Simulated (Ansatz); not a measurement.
CdAs2 (I4₁22, No. 98; cell taken from a computed entry) was calculated with PBEsol+SOC (plane waves, PAW; Ansatz, an electronic-structure program).

Numerical settings: plane-wave cutoff 520 eV, 8×8×8 k mesh, Fermi–Dirac smearing 0.01 eV, PAW data made under PBE.

Cell (relaxed with PBEsol):

```cif
data_As4Cd2
_chemical_formula_sum 'Cd2 As4'
_space_group_name_H-M_alt 'P 1'
_space_group_IT_number 1
_cell_length_a 6.08725
_cell_length_b 6.08725
_cell_length_c 6.08725
_cell_angle_alpha 98.441
_cell_angle_beta 98.441
_cell_angle_gamma 134.943
loop_
_space_group_symop_operation_xyz
  'x, y, z'
loop_
_atom_site_label
_atom_site_type_symbol
_atom_site_fract_x
_atom_site_fract_y
_atom_site_fract_z
_atom_site_occupancy
Cd1 Cd 0.75000 0.25000 0.50000 1
Cd2 Cd 0.00000 0.00000 0.00000 1
As1 As 0.37500 0.56636 0.69136 1
As2 As 0.31636 0.12500 0.69136 1
As3 As 0.87500 0.68364 0.30864 1
As4 As 0.43364 0.62500 0.30864 1
```

Problem. Predict the band gap, smallest direct gap on the k points sampled and Γ–Γ gap.

Solution. 
- band gap = 0.26 eV (indirect)
- smallest direct gap on the k points sampled = 0.82 eV
- Γ–Γ gap = 1.15 eV

Static lattice: no zero-point or thermal effects.

Cost on a shared machine: about 17 core-minutes (a rough figure).
